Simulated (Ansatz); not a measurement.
`FCC1CO1`, relaxed with RKS PBE-D4/def2-SVP in Ansatz from a rough embedded geometry. The force threshold is 0.03 eV/Å; the program also tests the step.

Total charge 0; spin multiplicity 1.

Start:

```xyz
10

F     0.605    1.950   -0.173
C     0.554    0.766   -0.809
C    -0.538    0.011   -0.173
C    -0.281   -0.937    1.061
O    -0.400   -1.443   -0.245
H     1.535    0.296   -0.709
H     0.352    0.874   -1.873
H    -1.524    0.367   -0.315
H    -1.041   -1.042    1.730
H     0.740   -0.843    1.506
```

```json
{"step": "1", "energy (eV)": "-7939.5993", "largest force (eV/Å)": "3.951", "largest move (Å)": "0.000"}
{"step": "2", "energy (eV)": "-7940.0452", "largest force (eV/Å)": "1.910", "largest move (Å)": "0.078"}
{"step": "3", "energy (eV)": "-7940.1054", "largest force (eV/Å)": "0.634", "largest move (Å)": "0.044"}
{"step": "4", "energy (eV)": "-7940.1198", "largest force (eV/Å)": "0.091", "largest move (Å)": "0.027"}
{"step": "5", "energy (eV)": "-7940.1203", "largest force (eV/Å)": "0.024", "largest move (Å)": "0.010"}
```

End:

```xyz
10

F     0.614    2.040   -0.227
C     0.560    0.776   -0.796
C    -0.536   -0.036   -0.147
C    -0.261   -0.867    1.038
O    -0.403   -1.454   -0.258
H     1.534    0.255   -0.656
H     0.374    0.883   -1.888
H    -1.563    0.359   -0.289
H    -1.078   -1.077    1.755
H     0.759   -0.880    1.468
```

Hardware: 4 threads of an Intel Xeon on a shared host. Wall time 23 s, peak host memory 0.13 GiB.
